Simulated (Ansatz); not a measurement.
Geometry optimisation, RKS B3LYP-D4/def2-SVP in Ansatz 0.2.0.

Input file:

```yaml
crystal:
  periodic: [false, false, false]
  atoms:
    - { symbol: Al, position_ang: [0.0, 0.0, 0.0] }
    - { symbol: O, position_ang: [1.2704, 0.0, 1.5187] }
    - { symbol: H, position_ang: [0.3609, -0.2814, 1.8559] }
    - { symbol: H, position_ang: [1.7458, 0.0, 0.2228] }
    - { symbol: H, position_ang: [-1.351, 0.0, -0.78] }
basis:
  gaussian: { orbitals: def2-SVP }
hamiltonian:
  xc: b3lyp
  dispersion: d4
relax:
  f_tol: 0.15
  max_steps: 25
  restrain:
    - { distance: [1, 3], at: 1.01, k: 30.0 }
    - { distance: [0, 1], at: 2.98, k: 30.0 }
    - { distance: [0, 3], at: 2.76, k: 30.0 }
output:
  orbitals: {}
```

Launched with:

```bash
$ ansatz run input.yaml --threads 1 --pin off --max-ram 2048MiB --backend cpu --events-out ev --progress --plain --runs-dir out
```

Problem. Where does it end, and by what steps?

Solution. The run converged. The restraints hold the end off the free minimum; the threshold counts their pulls, which the force column leaves out. Restrained pairs: O2–H4 (1.38 → 0.99 Å), Al1–O2 (1.98 → 2.97 Å), Al1–H4 (1.76 → 2.77 Å). After 13 steps the energy has fallen by 2.797 eV (the restraints' own energy left out); Al1 moved furthest, 1.13 Å.

```tsv
step	energy less start (eV)	largest force component (eV/Å)	accepted
0	0.0000	3.826	yes
1	1.0053	5.984	yes
2	1.3991	8.169	yes
3	0.1786	8.220	yes
4	-1.5942	3.949	yes
5	-2.3028	2.117	yes
6	-2.4739	1.069	yes
7	-2.5937	0.656	yes
8	-2.7002	0.595	yes
9	-2.7624	0.693	yes
10	-2.7937	0.849	yes
11	-2.7562	1.569	no
12	-2.7948	0.712	yes
13	-2.7971	0.822	yes
```

```xyz
5
Properties=species:S:1:pos:R:3
Al -0.276 -0.386 -1.021
O 1.215 0.311 1.447
H 0.991 -0.356 2.112
H 1.786 -0.178 0.809
H -1.689 0.328 -0.530
```

Run time: 14 s on 1 thread of Arm Neoverse V1, on a shared host, peak memory 0.094 GiB.
